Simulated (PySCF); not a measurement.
# Reproducing measurements on sulfuryl chloride

**What was measured.**

NIST CCCBDB Release 22 (SRD 101), experimental dipoles lists, for the gas: dipole moment (dielectric constant against temperature) 1.81 D.

The results are set against them at the end.

Compound: sulfuryl chloride, Cl2O2S.
Numbering: `[O:1]=[S:2](=[O:3])([Cl:4])[Cl:5]`

Structure used (GFN2-xTB), in Å, numbered top down from 1:
```
atom  x, y, z in Å
O1     0.003   -0.971   -1.210
S2    -0.004   -0.237    0.003
O3    -0.040   -0.904    1.254
Cl4    1.599    1.024   -0.003
Cl5   -1.550    1.090   -0.061
```

The PySCF runs (gas phase, on this GFN2-xTB geometry; no spin–orbit coupling):

| level | job | basis functions | wall time |
| --- | --- | --- | --- |
| CAM-B3LYP/def2-SVPD | 8 singlets by full TDDFT, 3 Tamm–Dancoff triplets, polarisability, density and orbital grids written | 127 | 19 s |

Hardware: an x86-64 server with one thread, shared host.

## Comparison

**Dipole moment.** Measured: 1.81 D (NIST CCCBDB Release 22 (SRD 101), experimental dipoles).

```json
{"level": "CAM-B3LYP/def2-SVPD", "computed (D)": "1.93", "computed − measured (D)": "+0.12", "% (from the printed values)": "+7"}
```

The computed dipoles belong to one fixed geometry; measured ones are averaged over vibrations unless marked μe. Magnitudes are compared, not signs.

The geometry is computed, not the measured one. Where a level misses, the cause wasn't examined.
